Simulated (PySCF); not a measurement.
## SMILES c1ccnnc1, C$_{4}$H$_{4}$N$_{2}$

Molfile (atoms numbered from 1):
```
C4H4N2
     RDKit          3D

 10 10  0  0  0  0  0  0  0  0999 V2000
    0.7085    0.8911    0.0199 C   0  0  0  0  0  0  0  0  0  0  0  0
   -0.6744    0.8621    0.0031 C   0  0  0  0  0  0  0  0  0  0  0  0
   -1.2749   -0.3950   -0.0998 C   0  0  0  0  0  0  0  0  0  0  0  0
   -0.5884   -1.5301   -0.1813 N   0  0  0  0  0  0  0  0  0  0  0  0
    0.7273   -1.5025   -0.1652 N   0  0  0  0  0  0  0  0  0  0  0  0
    1.3635   -0.3396   -0.0678 C   0  0  0  0  0  0  0  0  0  0  0  0
    1.2711    1.8243    0.0970 H   0  0  0  0  0  0  0  0  0  0  0  0
   -1.2775    1.7708    0.0660 H   0  0  0  0  0  0  0  0  0  0  0  0
   -2.3637   -0.5051   -0.1191 H   0  0  0  0  0  0  0  0  0  0  0  0
    2.4561   -0.4039   -0.0605 H   0  0  0  0  0  0  0  0  0  0  0  0
  1  2  1  0
  2  3  2  0
  3  4  1  0
  4  5  2  0
  5  6  1  0
  6  1  2  0
  1  7  1  0
  2  8  1  0
  3  9  1  0
  6 10  1  0
M  END
```

Method used: GIAO B3LYP/aug-pcSseg-1 magnetisability, rotational g tensor and spin-rotation constants, non-relativistic, gas phase (PySCF). Geometry: PBE0-D3(BJ)/def2-SVP.

Q: What are the magnetisability and the molar susceptibility?

A: Isotropic -692 × 10⁻³⁰ J/T², or -41.7 × 10⁻⁶ cm³/mol; principal values -1381, -416, -279 × 10⁻³⁰ J/T², anisotropy 1040 × 10⁻³⁰ J/T² (root of half the summed squared differences of the principal values). The susceptibility is in cgs units.

Q: Split it along the inertial axes a, b, c into diamagnetic and paramagnetic parts about the centre of mass, with the quadrupole moment.

A: 
| axis | χ (10⁻⁶ cm³/mol) | diamagnetic (10⁻⁶ cm³/mol) | paramagnetic (10⁻⁶ cm³/mol) | summed x² of all electrons (Å²) | quadrupole Θ (D Å) |
| --- | --- | --- | --- | --- | --- |
| a | -25.0 | -260.7 | 235.7 | 54.5 | -4.70 |
| b | -16.8 | -263.8 | 247.0 | 53.8 | +7.30 |
| c | -83.2 | -459.7 | 376.6 | 7.6 | -2.60 |

Anisotropies 2χaa − χbb − χcc = +49.9 and 2χbb − χaa − χcc = +74.6 × 10⁻⁶ cm³/mol. Θ is traceless in Buckingham's convention.

Q: And the rotational g tensor?

A: 
```
axis  rotational constant (GHz)        g  nuclear part  electronic part
   a                     6.2869  -0.1001        0.5961          -0.6962
   b                     6.0118  -0.1389        0.5586          -0.6975
   c                     3.0731  +0.0332        0.5769          -0.5437
```
Asymmetric top; isotopes 12C, 1H, 14N; no vibrational averaging.
